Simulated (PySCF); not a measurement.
## Complete the spectrum of C4H4F2

Species: C₄H₄F₂.
Bonds: F1–C2, C2–F3, C2–C4, C4–C5 (double), C5–C6, C2–C6. Hydrogens: H7 on C4; H8 on C5; H9, H10 on C6.

Method: PySCF, TDDFT PBE0/def2-SVPD, vertical, gas phase, core orbitals frozen in the response. Isolated species at its GFN2-xTB geometry, gas phase.

Lowest singlets, with some entries withheld (?).

```tsv
state	ν̃ (cm⁻¹)	f	main configurations (H = HOMO, L = LUMO)
S1	55870	0.0001	?
S2	57610	?	?
S3	63960	0.0000	H-2→L (93%)
S4	64130	0.011	H→L+1 (92%)
S5	?	0.0000	H→L+2 (94%)
S6	69550	0.019	H→L+3 (63%), H-4→L (35%)
S7	69740	?	H-4→L (60%), H→L+3 (36%)
S8	?	?	?
```

Question: What stands in place of each question mark?

Answer: 
- S1: H-1→L (99%)
- S2: f = 0.165; H→L (95%)
- S5: ν̃ = 67940 cm⁻¹
- S7: f = 0.0072
- S8: ν̃ = 73580 cm⁻¹; f = 0.074; H-1→L+1 (93%)

Question: What is the mean static polarisability from the same response equations?

Answer: 45.5 au (6.74 Å³), with principal values 37.8, 47.0 and 51.5 au.

Question: Where do the lowest triplets lie (Tamm–Dancoff)?

Answer: T1 4.29 eV, H→L (96%); T2 6.59 eV, H-1→L (93%); T3 7.49 eV, H-2→L (91%). E(S1) − E(T1) = +2.63 eV.

Question: Which level carries the most intensity, and what share of the listed sum of f?

Answer: S2, with f = 0.165 of 0.276, 60%.
